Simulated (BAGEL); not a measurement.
# singlet C2H5Mg− at 6 levels

Wanted: a comparison of 6 runs (HF/6-31G*, HF/def2-SVPD, B3LYP/6-31G*, B3LYP/def2-SVPD, PBE0/def2-SVPD, RI-MP2/def2-SVPD) of singlet C2H5Mg−. 

The calculation is run with BAGEL 1.2.2.

2 further runs of the same task are left out: 2 set aside as unsound or not needed. Runs told in other sessions of the task aren't counted.

## (1) The molecule

C2H5Mg− has 8 atoms, charge -1, and is taken as a singlet. As SMILES of the parent species, `[CH2][Mg][CH3]`. The coordinates come from a PBE0-D4/def2-TZVP relaxation. That shape belongs to the parent species and isn't relaxed for this state.

Bond lengths: C1–Mg2 2.054 Å, Mg2–C3 2.083 Å, C1–H4 1.093 Å, C1–H5 1.093 Å, C3–H6 1.095 Å, C3–H7 1.095 Å, C3–H8 1.095 Å. Angles: C1–Mg2–C3 180.0°, Mg2–C1–H4 125.5°, Mg2–C1–H5 125.5°, Mg2–C3–H6 111.9°, Mg2–C3–H7 111.9°, Mg2–C3–H8 111.9°, H4–C1–H5 109.0°, H6–C3–H7 107.0°, H6–C3–H8 106.9°, H7–C3–H8 107.0°.

## (2) A single-point energy at HF/6-31G(d) (density fitting with qzvpp-jkfit, spherical functions) (run 1)

job.json reads:

```json
{ "bagel" : [

{
  "title" : "molecule",
  "basis" : "6-31gs.json",
  "df_basis" : "qzvpp-jkfit",
  "angstrom" : true,
  "geometry" : [
    { "atom" : "C", "xyz" : [   -1.307500,    1.238300,   -1.453000 ] },
    { "atom" : "Mg", "xyz" : [   -0.138800,    0.135400,   -0.173100 ] },
    { "atom" : "C", "xyz" : [    1.045400,   -0.983100,    1.125700 ] },
    { "atom" : "H", "xyz" : [   -2.085400,    0.836800,   -2.107700 ] },
    { "atom" : "H", "xyz" : [   -1.252200,    2.321500,   -1.589200 ] },
    { "atom" : "H", "xyz" : [    1.387200,   -0.388900,    1.979700 ] },
    { "atom" : "H", "xyz" : [    1.939800,   -1.373600,    0.629300 ] },
    { "atom" : "H", "xyz" : [    0.503800,   -1.843600,    1.532500 ] }
  ]
},
{
  "title" : "hf",
  "charge" : -1
},
{
  "title" : "print",
  "file" : "orbitals.molden",
  "orbitals" : true
}

]}
```

The basis set 6-31G* is read from a file made from the Basis Set Exchange's data (not shown).

Command:

```console
$ BAGEL_NUM_THREADS=1 BAGEL job.json > job.out
```

The program printed:

```text
* using 1 threads per process

  ===============================================================
  ===============================================================

  *** Geometry ***

  { "atom" : "C", "xyz" : [     -2.470817,      2.340048,     -2.745772 ] },
  { "atom" : "Mg", "xyz" : [     -0.262294,      0.255869,     -0.327112 ] },
  { "atom" : "C", "xyz" : [      1.975520,     -1.857790,      2.127265 ] },
[... 4 lines of this table left out ...]
  { "atom" : "H", "xyz" : [      0.952044,     -3.483899,      2.896005 ] },

  Number of auxiliary basis functions:      352

  Since a DF basis is specified, we compute 2- and 3-index integrals:
    o Being stored without compression. Storage requirement is 0.009 GB

  Number of basis functions:       56
  Number of electrons      :       29

    * METHOD: MOLECULE                             0.11

  *** RHF ***

  === Nuclear Repulsion ===
    72.6559781582

      * DIIS with orbital gradients will be used.

  === RHF iteration (6-31gs.json) ===
      0       -277.85461343          0.02758635           0.02
      1       -277.94068984          0.02435012           0.02
      2       -278.10046624          0.00313919           0.02
[... 12 lines of this table left out ...]
     15       -278.10629701          0.00000000           0.02
    * SCF iteration converged.

    * Permanent dipole moment:
           (   -0.966861,     0.909348,    -1.041068) a.u.

    * METHOD: HF                                   0.36

    * METHOD: PRINT                                0.01

  ===============================================================
```

It took 0.65 s on 1 thread of Arm Neoverse V1, shared host; peak memory 0.083 GiB.

## (3) A single-point energy at HF/def2-SVPD (density fitting with qzvpp-jkfit) (run 2)

job.json reads:

```json
{ "bagel": [

{
  "title": "molecule",
  "basis": "def2-svpd.json",
  "df_basis": "qzvpp-jkfit",
  "angstrom": true,
  "geometry": [
    { "atom": "C", "xyz": [      -1.307500,       1.238300,      -1.453000 ] },
    { "atom": "Mg", "xyz": [      -0.138800,       0.135400,      -0.173100 ] },
    { "atom": "C", "xyz": [       1.045400,      -0.983100,       1.125700 ] },
    { "atom": "H", "xyz": [      -2.085400,       0.836800,      -2.107700 ] },
    { "atom": "H", "xyz": [      -1.252200,       2.321500,      -1.589200 ] },
    { "atom": "H", "xyz": [       1.387200,      -0.388900,       1.979700 ] },
    { "atom": "H", "xyz": [       1.939800,      -1.373600,       0.629300 ] },
    { "atom": "H", "xyz": [       0.503800,      -1.843600,       1.532500 ] }
  ]
},

{
  "title": "hf",
  "charge": -1
},

{
  "title": "print",
  "file": "orbitals.molden",
  "orbitals": true
}

]}
```

The basis set def2-SVPD is read from a file made from the Basis Set Exchange's data (not shown).

Command:

```console
$ BAGEL_NUM_THREADS=1 BAGEL job.json > job.out
```

The program printed:

```text
* using 1 threads per process

  ===============================================================
  ===============================================================

  *** Geometry ***

  { "atom" : "C", "xyz" : [     -2.470817,      2.340048,     -2.745772 ] },
  { "atom" : "Mg", "xyz" : [     -0.262294,      0.255869,     -0.327112 ] },
  { "atom" : "C", "xyz" : [      1.975520,     -1.857790,      2.127265 ] },
[... 4 lines of this table left out ...]
  { "atom" : "H", "xyz" : [      0.952044,     -3.483899,      2.896005 ] },

  Number of auxiliary basis functions:      352

  Since a DF basis is specified, we compute 2- and 3-index integrals:
    o Being stored without compression. Storage requirement is 0.029 GB

  Number of basis functions:      101
  Number of electrons      :       29

    * METHOD: MOLECULE                             0.14

  *** RHF ***

  === Nuclear Repulsion ===
    72.6559781582

      * DIIS with orbital gradients will be used.

  === RHF iteration (def2-svpd.json) ===
      0       -277.68539550          0.02477454           0.04
      1       -277.69019899          0.02529133           0.04
      2       -278.00575033          0.00414225           0.04
[... 12 lines of this table left out ...]
     15       -278.01766761          0.00000001           0.04
    * SCF iteration converged.

    * Permanent dipole moment:
           (   -1.253924,     1.179634,    -1.352015) a.u.

    * METHOD: HF                                   0.69

    * METHOD: PRINT                                0.03

  ===============================================================
```

Run time: 1 s. Hardware: 1 thread of Arm Neoverse V1, shared host; peak memory 0.098 GiB.

Runs 3 to 5 aren't shown in full; the table further down has their settings and results.

## (4) The energy at RI-MP2/def2-SVPD (density fitting with qzvpp-jkfit) (run 6)

calc.json reads:

```json
{ "bagel": [

{
  "title": "molecule",
  "basis": "def2-svpd.json",
  "df_basis": "qzvpp-jkfit",
  "angstrom": true,
  "geometry": [
    { "atom": "C", "xyz": [      -1.307500,       1.238300,      -1.453000 ] },
    { "atom": "Mg", "xyz": [      -0.138800,       0.135400,      -0.173100 ] },
    { "atom": "C", "xyz": [       1.045400,      -0.983100,       1.125700 ] },
    { "atom": "H", "xyz": [      -2.085400,       0.836800,      -2.107700 ] },
    { "atom": "H", "xyz": [      -1.252200,       2.321500,      -1.589200 ] },
    { "atom": "H", "xyz": [       1.387200,      -0.388900,       1.979700 ] },
    { "atom": "H", "xyz": [       1.939800,      -1.373600,       0.629300 ] },
    { "atom": "H", "xyz": [       0.503800,      -1.843600,       1.532500 ] }
  ]
},

{
  "title": "hf",
  "charge": -1
},

{
  "title": "mp2",
  "charge": -1,
  "ncore": 3
}

]}
```

The basis set def2-SVPD is read from a file made from the Basis Set Exchange's data (not shown).

Command:

```console
$ BAGEL_NUM_THREADS=1 BAGEL calc.json > calc.out
```

The program printed:

```text
* using 1 threads per process

  ===============================================================
  ===============================================================

  *** Geometry ***

  { "atom" : "C", "xyz" : [     -2.470817,      2.340048,     -2.745772 ] },
  { "atom" : "Mg", "xyz" : [     -0.262294,      0.255869,     -0.327112 ] },
  { "atom" : "C", "xyz" : [      1.975520,     -1.857790,      2.127265 ] },
[... 4 lines of this table left out ...]
  { "atom" : "H", "xyz" : [      0.952044,     -3.483899,      2.896005 ] },

[... 23 lines left out ...]
    * SCF iteration converged.
[... 1 line left out ...]
    * Permanent dipole moment:
[... 2 lines left out ...]
    * METHOD: HF                                   0.73

  *** RHF ***

  === Nuclear Repulsion ===
    72.6559781582

      * DIIS with orbital gradients will be used.

  === RHF iteration (def2-svpd.json) ===
      0       -278.01766761          0.00000001           0.04
    * SCF iteration converged.

    * Permanent dipole moment:
           (   -1.253922,     1.179634,    -1.352017) a.u.

  === DF-MP2 calculation ===

    * freezing 3 orbitals
    * 3-index integral transformation done
    * assembly done

      MP2 correlation energy:   -0.3822163568      0.04

      MP2 total energy:       -278.3998839637

    * METHOD: MP2                                  0.13

  ===============================================================
```

Run time: 1.1 s. Hardware: 1 thread of Arm Neoverse V1, shared host; peak memory 0.097 GiB.

## (5) Overview of the runs

| run | level | frozen core orbitals | energy (Eh) | HOMO energy (eV) | LUMO energy (eV) | HOMO–LUMO gap (eV) | wall time |
| --- | --- | --- | --- | --- | --- | --- | --- |
| 1 | HF/6-31G* (density fitting with qzvpp-jkfit, spherical functions) | – | -278.106297 | 0.02 | 6.34 | 6.32 | 0.65 s |
| 2 | HF/def2-SVPD (density fitting with qzvpp-jkfit) | – | -278.017668 | -0.46 | 4.40 | 4.86 | 1 s |
| 3 | B3LYP/6-31G* (density fitting with qzvpp-jkfit, spherical functions) | – | -279.218081 | 1.72 | 4.07 | 2.35 | 4.8 s |
| 4 | B3LYP/def2-SVPD (density fitting with qzvpp-jkfit) | – | -279.133412 | 1.10 | 3.07 | 1.97 | 7.8 s |
| 5 | PBE0/def2-SVPD (density fitting with qzvpp-jkfit) | – | -278.891884 | 0.98 | 3.24 | 2.26 | 7.8 s |
| 6 | RI-MP2/def2-SVPD (density fitting with qzvpp-jkfit) | 3 | -278.399884 | – | – | – | 1.1 s |

## (6) Results

| quantity | value |
| --- | --- |
| run 6: total energy | -278.39988 Eh |
| run 6: correlation energy (3 core orbitals frozen) | -382.2 mEh |

In words: Over runs 1, 2, 3, 4, 5 the HOMO–LUMO gap runs from 1.97 eV (B3LYP/def2-SVPD) to 6.32 eV (HF/6-31G*). The two ends differ in method and basis. The empty levels of an anion lie above zero and hang on the basis. Totals of different functionals can't be ranked against each other. In runs 1, 3, 4, 5 the HOMO lies above zero, from self-interaction, a short basis or an electron that isn't bound. All runs together took 23 s, the longest 7.8 s.
